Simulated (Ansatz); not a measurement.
Compare A (`N=C1CS1`) with its isomer B (`NC=C=S`).

Program: Ansatz. Geometries: PBE0-D4/def2-TZVP. ΔE: electronic, gas phase. CCSD(T)/CBS is the MP2 limit (def2-TZVPP, def2-QZVPP) plus CCSD(T) − MP2 in def2-TZVPP, frozen cores. DFT in def2-TZVPP. B3LYP here is the variant with VWN-RPA as its local correlation; programs differ in this. One conformer a species, not always the lowest.

Task: Which isomer does CCSD(T)/CBS put lower? Give the gap. (An estimate is asked.)

Result: Ansatz gave: A, by 18.5 kJ/mol.

Task: Give E(B) − E(A) in kJ/mol with B3LYP, CCSD(T)/def2-TZVPP, B3LYP-D4, HF/def2-TZVPP, r2SCAN-D4, PBE-D4, CCSD/def2-TZVPP. (An estimate is asked.)

Result: Computed: B3LYP 7.5, CCSD(T)/def2-TZVPP 19.0, B3LYP-D4 9.8, HF/def2-TZVPP 8.5, r2SCAN-D4 22.0, PBE-D4 24.5, CCSD/def2-TZVPP 18.8. None reverses the order clearly.

Task: Does the order hold for the free energy at 298.15 K (harmonic terms from PBE0-D4)? (An estimate is asked.)

Result: Ansatz gave: Yes: G(B) − G(A) = +16.1 kJ/mol, for one conformer each.

Largest T1 diagnostic: 0.016.

From PBE to PBE0 (25 % exact exchange), in def2-TZVPP and without D4, E(B) − E(A) moves by +3.6 kJ/mol. In def2-TZVPP, CCSD(T) changes the Hartree–Fock value by +10.5 kJ/mol (the triples alone add +0.2 kJ/mol) and MP2 by +18.2 kJ/mol.
